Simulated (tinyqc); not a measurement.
RHF in the sto-3g basis, for H2O, spin multiplicity 1, step by step. One step of it, computed by the program tinyqc.

Problem. Iteration 1: diagonalisation and new density. Diagonalise F' = X^T F X, C = X C', fill 5 alpha and 5 beta electrons from the bottom; D = 2 C_occ C_occ^T. Each column has its largest component positive (the first on a tie).

Fock matrix F (hartree):
```
,1O 1s,1O 2s,1O 2px,1O 2py,1O 2pz,2H 1s,3H 1s
1O 1s,-18.781359,-4.863630,0.000000,-0.000502,-0.008288,-0.689121,-0.612927
1O 2s,-4.863630,-1.735820,0.000000,-0.008581,-0.131326,-0.495074,-0.452235
1O 2px,0.000000,0.000000,0.352767,0.000000,0.000000,0.000000,0.000000
1O 2py,-0.000502,-0.008581,0.000000,0.241791,-0.003642,-0.166957,0.156336
1O 2pz,-0.008288,-0.131326,0.000000,-0.003642,0.312047,-0.129552,-0.122082
2H 1s,-0.689121,-0.495074,0.000000,-0.166957,-0.129552,-0.083119,-0.112288
3H 1s,-0.612927,-0.452235,0.000000,0.156336,-0.122082,-0.112288,-0.074007
```

X:
```
,1O 1s,1O 2s,1O 2px,1O 2py,1O 2pz,2H 1s,3H 1s
1O 1s,1.023317,-0.133743,0.000000,-0.000615,-0.005077,0.017961,0.016619
1O 2s,-0.133743,1.122093,0.000000,0.006771,0.046198,-0.199612,-0.178589
1O 2px,0.000000,0.000000,1.000000,0.000000,0.000000,0.000000,0.000000
1O 2py,-0.000615,0.006771,0.000000,1.063899,0.002813,-0.164834,0.152264
1O 2pz,-0.005077,0.046198,0.000000,0.002813,1.021308,-0.091677,-0.083496
2H 1s,0.017961,-0.199612,0.000000,-0.164834,-0.091677,1.101920,-0.038037
3H 1s,0.016619,-0.178589,0.000000,0.152264,-0.083496,-0.038037,1.086169
```

Give: F' = X^T F X; orbital energies; coefficients C; D after iteration 1.

Solution.

F' = X^T F X (hartree):
```
,1,2,3,4,5,6,7
1,-18.409,-2.625,0.000,-0.002,-0.016,-0.069,-0.053
2,-2.625,-0.747,0.000,0.002,-0.052,-0.279,-0.249
3,0.000,0.000,0.353,0.000,0.000,0.000,0.000
4,-0.002,0.002,0.000,0.385,0.002,-0.259,0.240
5,-0.016,-0.052,0.000,0.002,0.360,-0.154,-0.141
6,-0.069,-0.279,0.000,-0.259,-0.154,0.144,-0.042
7,-0.053,-0.249,0.000,0.240,-0.141,-0.042,0.117
```

orbital energies (hartree): MO1 -18.792, MO2 -0.584, MO3 -0.090, MO4 0.170, MO5 0.353, MO6 0.496, MO7 0.650

coefficients C:
```
,MO1,MO2,MO3,MO4,MO5,MO6,MO7
1O 1s,0.994,-0.231,-0.001,-0.143,0.000,-0.067,-0.014
1O 2s,0.027,0.836,0.007,0.696,0.000,0.399,0.089
1O 2px,0.000,0.000,0.000,0.000,1.000,0.000,0.000
1O 2py,0.000,0.010,-0.454,-0.032,0.000,-0.123,0.980
1O 2pz,0.002,0.135,0.002,-0.494,0.000,0.887,0.103
2H 1s,-0.005,0.205,-0.526,-0.523,0.000,-0.468,-0.693
3H 1s,-0.004,0.191,0.570,-0.527,0.000,-0.586,0.511
```

D after iteration 1:
```
,1O 1s,1O 2s,1O 2px,1O 2py,1O 2pz,2H 1s,3H 1s
1O 1s,2.122,-0.531,0.000,0.006,0.083,0.047,0.053
1O 2s,-0.531,2.367,0.000,-0.034,-0.461,-0.393,-0.406
1O 2px,0.000,0.000,2.000,0.000,0.000,0.000,0.000
1O 2py,0.006,-0.034,0.000,0.415,0.032,0.514,-0.481
1O 2pz,0.083,-0.461,0.000,0.032,0.525,0.571,0.574
2H 1s,0.047,-0.393,0.000,0.514,0.571,1.185,0.031
3H 1s,0.053,-0.406,0.000,-0.481,0.574,0.031,1.278
```
